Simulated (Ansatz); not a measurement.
**[SiH$_{3}$···H···F], doublet along the distance Si1-H5**

Starting geometry:

```xyz
6

Si   -1.1347    0.0000    0.0000
H    -1.6296    1.3997    0.0000
H    -1.6296   -0.6999    1.2122
H    -1.6296   -0.6999   -1.2122
H     0.3499    0.0000    0.0000
F     1.9183    0.0000    0.0000
```

From there H5 is moved from one fragment to the other while all else, the fragments' distance too, stays fixed; atoms are numbered as listed. Energies are in kJ/mol, counted from the starting geometry at the same level.

Basis cc-pVDZ; Ansatz 0.2.0. Correlated methods freeze the noble-gas cores. R marks a restricted (for open shells ROHF) determinant, U an unrestricted one. Active spaces: valence = (15e, 12o) chosen from the atoms' valence shells.

For open shells CISD is restricted-active-space CI with the open shells as a complete middle space. Runs in a small pair space aren't shown, since their orbitals change along the scan.

Full CI isn't at hand for all of this; UCCSDT(Q) serves as the reference, and is uncertain by about the last step of the cluster series. The frozen core follows each run's orbitals, which can shift R against U totals by a few meV.

```tsv
distance Si1-H5 (Å)	UCCSDT(Q)	error RHF	error UMP2	error CISD	error RCCSD(T)	error BCCD(T)	error MRCISD+Q (valence space)
1.485	0.0	0.0	0.0	0.0	0.0	0.0	0.0
1.580	-4.5	23.1	4.1	9.0	0.5	0.5	0.3
1.771	-28.1	90.3	-2.0	15.6	1.3	1.2	-2.2
1.962	-96.8	68.9	-27.2	8.3	0.8	0.6	-3.6
2.153	-138.9	43.0	-30.9	0.4	0.2	0.0	-4.6
```

Errors are those of relative energies. In total energy the starting point itself misses UCCSDT(Q) by: RHF 844.4, UMP2 128.7, CISD 85.0, RCCSD(T) 3.0, BCCD(T) 3.1, MRCISD+Q (valence space) 12.4 kJ/mol.

Spread of the error over the points with a reference, to 2.153 Å (largest less smallest): BCCD(T) 1.2, RCCSD(T) 1.3, MRCISD+Q (valence space) 4.9, CISD 15.6, UMP2 35.0, RHF 90.3 kJ/mol.
